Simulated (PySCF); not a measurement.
CO, singlet: the ladder up to RCCSDT(Q)

Geometry: MP2(full)/6-31G*, from the G2/97 set.

```xyz
2

O     0.0000    0.0000    0.0000
C     0.0000    0.0000    1.1503
```

Basis 6-31G* (Cartesian d functions); PySCF 2.14.0. Correlated methods freeze the noble-gas cores, which leaves 10 electrons in 28 orbitals. R marks a restricted (for open shells ROHF) determinant.

Full CI isn't at hand for all of this; RCCSDT(Q) serves as the reference, and is uncertain by the last step of the cluster series or more.

```
T1 diagnostic (ROHF- or RHF-based CCSD)             : 0.0208
largest doubles amplitude (ROHF- or RHF-based CCSD) : 0.080
```

```
   level  E − E(RCCSDT(Q)) (kcal/mol)  share of correlation (%)  wall time
     RHF                       191.63                      0.00          –
    RMP2                        11.70                     93.89          –
   RCCSD                         8.07                     95.79          –
RCCSD(T)                         1.06                     99.45     0.32 s
  RCCSDT                         0.70                     99.63          –
```

The correlation energy at RCCSDT(Q), counted from RHF, is -8.310 eV. That run took 61 s on 1 thread of Arm Neoverse V1, shared host.

Times are those of the correlated step on a shared host, with one SCF added for the restricted CCSD run; they ran on 1 thread of Arm Neoverse V1.

Atomization energy (electronic, same basis, no zero-point term; atoms at the same level, unrestricted beside the R rows where the molecule is a closed shell; the atoms' step beyond CCSDT comes from their full CI) at RCCSDT(Q): 1023.9 kJ/mol. Errors of other levels:

```csv
level,error (kJ/mol)
RHF,-315.8
RMP2,47.9
RCCSD,-27.7
RCCSD(T),-3.1
RCCSDT,-2.7
```

This basis is far from its limit, so the value isn't to be set against a measured one.
